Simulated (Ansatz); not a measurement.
Reaction (SMILES): [OH] (OH) → [OH-] (an electron is taken up)
B3LYP-D3(BJ)/def2-TZVP geometries, fixed; electronic energies without zero-point terms; positive where energy is released.

Basis-set convergence of the adiabatic electron affinity at CCSD(T) with Ansatz (a quantum-chemistry and plane-wave program). Cartesian d functions, on some or all atoms, in 6-31G**, 6-31+G*; all else is spherical. Cores are frozen. Open shells are unrestricted. No added dispersion term, no relativity. Functions are those of the species that has most. Reference: Hartree-Fock in aug-cc-pV5Z plus the correlation part extrapolated as X^-3 from aug-cc-pVQZ and aug-cc-pV5Z, 1.833 eV, itself unsure by roughly 0.008 eV (a third of the extrapolation step and of the last Hartree-Fock step). Deviations are taken from unrounded values.

```
basis              functions  adiabatic electron affinity (eV)  minus reference (eV)
-----------------  ---------  --------------------------------  --------------------
def2-SVP                  19                            -0.487                -2.319
6-31G**                   20                            -0.365                -2.198
6-31+G*                   21                             1.287                -0.546
6-311+G**                 28                             1.349                -0.484
def2-SVPD                 31                             1.675                -0.158
aug-pcseg-1               32                             1.663                -0.170
def2-TZVPP                45                             0.982                -0.851
def2-TZVPD                49                             1.680                -0.152
6-311++G(3df,3pd)         57                             1.627                -0.206
def2-TZVPPD               57                             1.702                -0.131
aug-pcseg-2               69                             1.732                -0.101
pcseg-4                  162                             1.752                -0.081
aug-cc-pV5Z              207                             1.811                -0.022
```
